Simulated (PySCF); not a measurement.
## Calculated properties of methanimine, `C=N`

Methanimine, CH₃N.
Structure used (GFN2-xTB), in Å, numbered top down from 1:
```
atom  x, y, z in Å
C1    -0.3882    0.0078   -0.1751
N2     0.7362   -0.5328   -0.2214
H3    -0.6150    1.0610   -0.3748
H4    -1.2354   -0.6144    0.0873
H5     1.5111    0.0812   -0.4716
```

Structural features include: imine.

From GFN2-xTB geometry:

- Point group of the GFN2-xTB geometry: Cs
- Rotational constants A, B, C of the GFN2-xTB geometry: 205.541, 35.394, 30.195 GHz

CAM-B3LYP/def2-SVPD ground state and vertical TDDFT (core frozen in the response) (PySCF):

* Dipole moment: 1.97 D
* HOMO energy: -9.07 eV
* LUMO energy: 0.75 eV
* HOMO–LUMO gap: 9.82 eV
* Lowest singlet excitation: 5.02 eV (247 nm, f = 0.002)
* Strongest line among the 8 lowest singlet transitions: S6 at 9.51 eV (130 nm, f = 0.249)
* Lowest triplet excitation (Tamm–Dancoff): 4.15 eV
* Static isotropic polarisability: 21.6 au
* Electronic spatial extent ⟨r²⟩ about the centre of nuclear charge: 70 bohr²

Monoisotopic mass (most abundant isotopes): 29.0265 u.

The dipole equals about 6.6 × 10⁻³⁰ C·m (1 D = 3.33564 × 10⁻³⁰ C·m). No computed singlet falls in the visible range (750 to 380 nm, 1.65 to 3.26 eV); S1 lies 1.76 eV above its blue end. A dipole of 1.97 D is allowed in Cs, and pure rotational transitions are dipole-allowed. The vertical singlet–triplet gap S1 − T1 is 0.87 eV (TDDFT singlet less Tamm–Dancoff triplet; S1: HOMO→LUMO, weight 0.99; T1: HOMO→LUMO, weight 0.98).

Isolated species at its GFN2-xTB geometry, gas phase.

For the TDDFT job (CAM-B3LYP/def2-SVPD), on x86-64 server, one thread, no GPU, on a shared host, this took 1.4 s wall.
